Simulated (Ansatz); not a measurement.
**C4H8O: one species, many methods**

How much do the methods differ for C4H8O? The plan is to run it at one geometry with functionals of several rungs and with coupled cluster, and see how far each lands from CCSD(T) at the basis-set limit for the atomisation energy.

Method: functionals in def2-TZVPP, the program's frozen cores in correlated methods; program: Ansatz 0.2.0, Gaussian basis.

Plan: LDA (SPW92), PBE-D4, revPBE-D4, BLYP-D4, r2SCAN-D4, B97M-V, PBE0-D4, B3LYP-D4, r2SCANh-D4, r2SCAN0-D4, HSE06-D4, BHLYP-D4, CAM-B3LYP-D4, LC-ωPBE, ωB97X-V, ωB97M-V, B2PLYP, PBE-QIDH; CCSD(T)/def2-SVP; CCSD(T)/def2-TZVPP; MP2/def2-QZVPP; extrapolation to the limit; RPA on PBE.

## Step 1: The geometry

An earlier PBE0-D4 in a triple-zeta def2 set relaxation fixed the geometry.

SMILES `C=C(C)OC`, 13 atoms, charge 0, spin multiplicity 1.

Atoms are counted from 1 here; the program's logs count them from 0.

Bond lengths: C1–C2 1.334 Å, C1–H6 1.081 Å, C1–H7 1.081 Å, C2–C3 1.489 Å, C2–O4 1.352 Å, C3–H8 1.093 Å, C3–H9 1.089 Å, C3–H10 1.093 Å, O4–C5 1.406 Å, C5–H11 1.089 Å, C5–H12 1.095 Å, C5–H13 1.095 Å. Angles: C2–C1–H6 119.2°, C2–C1–H7 123.3°, H6–C1–H7 117.5°, C1–C2–C3 124.5°, C1–C2–O4 125.3°, C3–C2–O4 110.2°, C2–C3–H8 110.2°, C2–C3–H9 110.9°, C2–C3–H10 110.2°, H8–C3–H9 109.0°, H8–C3–H10 107.3°, H9–C3–H10 109.0°, C2–O4–C5 117.2°, O4–C5–H11 106.5°, O4–C5–H12 111.2°, O4–C5–H13 111.2°, H11–C5–H12 109.5°, H11–C5–H13 109.5° and more.

## Step 2: LDA

This LDA is Slater exchange with PW92 correlation.

The input, in.yaml:

```yaml
crystal:
  periodic: [false, false, false]
  atoms:
    - {symbol: C, position_ang: [0.767481, 1.100590, 0.343242]}
    - {symbol: C, position_ang: [-0.277805, 0.295931, 0.145208]}
    - {symbol: C, position_ang: [-1.691364, 0.663109, 0.436212]}
    - {symbol: O, position_ang: [-0.212956, -0.962947, -0.344763]}
    - {symbol: C, position_ang: [1.060399, -1.461479, -0.671114]}
    - {symbol: H, position_ang: [0.601411, 2.091323, 0.741319]}
    - {symbol: H, position_ang: [1.786264, 0.813937, 0.125472]}
    - {symbol: H, position_ang: [-2.120194, -0.031151, 1.163636]}
    - {symbol: H, position_ang: [-1.757150, 1.675775, 0.830472]}
    - {symbol: H, position_ang: [-2.294523, 0.594595, -0.472918]}
    - {symbol: H, position_ang: [0.910626, -2.473539, -1.043832]}
    - {symbol: H, position_ang: [1.712026, -1.488412, 0.209077]}
    - {symbol: H, position_ang: [1.536485, -0.852433, -1.447312]}
basis:
  gaussian: {orbitals: def2-TZVPP}
hamiltonian: {xc: lda}
output: {orbitals: {seedname: orbitals}}
```

On the command line:

```console
$ ansatz run in.yaml --threads 4 --pin off --events-out ev --progress --plain --max-ram 10444MiB
```

The runs that follow: PBE-D4 (GGA); revPBE-D4 (GGA); BLYP-D4 (GGA); r2SCAN-D4 (meta-GGA); B97M-V (meta-GGA); B3LYP-D4 (hybrid); r2SCANh-D4 (hybrid); r2SCAN0-D4 (hybrid); HSE06-D4 (hybrid); BHLYP-D4 (hybrid); CAM-B3LYP-D4 (range-separated); LC-ωPBE (range-separated); ωB97X-V (range-separated); ωB97M-V (range-separated); B2PLYP (double hybrid); PBE-QIDH (double hybrid); CCSD(T) in def2-SVP; CCSD(T) in def2-TZVPP; MP2 in def2-QZVPP; RPA on PBE orbitals.

Before running them: what should the planned runs give, taken together? Wanted: atomisation energy, CCSD(T)/CBS; farthest beyond LDA; mean size of error, GGA; mean size of error, meta-GGA; mean size of error, hybrid; mean size of error, range-separated; mean size of error, double hybrid; gap, smallest and largest; T1 diagnostic.

**Answer**, as computed:

```
                               quantity                                                                                             value
        atomisation energy, CCSD(T)/CBS                                                                                   1251.6 kcal/mol
functionals within 6.3 kcal/mol (0.5 %)  revPBE-D4, BLYP-D4, r2SCAN-D4, B97M-V, B3LYP-D4, r2SCANh-D4, LC-ωPBE, ωB97X-V, ωB97M-V, PBE-QIDH
                    farthest beyond LDA                                                                         BHLYP-D4 (-33.8 kcal/mol)
                mean size of error, GGA                                                                                     11.6 kcal/mol
           mean size of error, meta-GGA                                                                                      4.2 kcal/mol
             mean size of error, hybrid                                                                                     11.7 kcal/mol
    mean size of error, range-separated                                                                                      3.6 kcal/mol
      mean size of error, double hybrid                                                                                      6.3 kcal/mol
              gap, smallest and largest                                                         5.32 eV (LDA (SPW92)), 12.55 eV (LC-ωPBE)
                          T1 diagnostic                                                                                            0.0116
triples share of the correlation energy                                                                                             4.0 %
```

**Reading.** LDA overbinds by 186.2 kcal/mol (15 %). PBE-D4 is off by +31.8 kcal/mol. Double hybrids carry the basis error of their MP2 part in triple zeta, and no dispersion term here, so their miss is partly the set-up's. The rungs range-separated, meta-GGA miss on average by less than the doubt on the reference (6.3 kcal/mol), so they tie. Misses under about 6.3 kcal/mol are within the doubt on the reference itself, which lacks core-valence correlation, relativity and higher excitations. Hartree-Fock recovers 74 % of the binding; the rest is correlation. CCSD(T) in def2-SVP is off by -50.7 kcal/mol, which most functionals beat. Orbital gaps span 5.3 to 12.6 eV; exact exchange widens them.
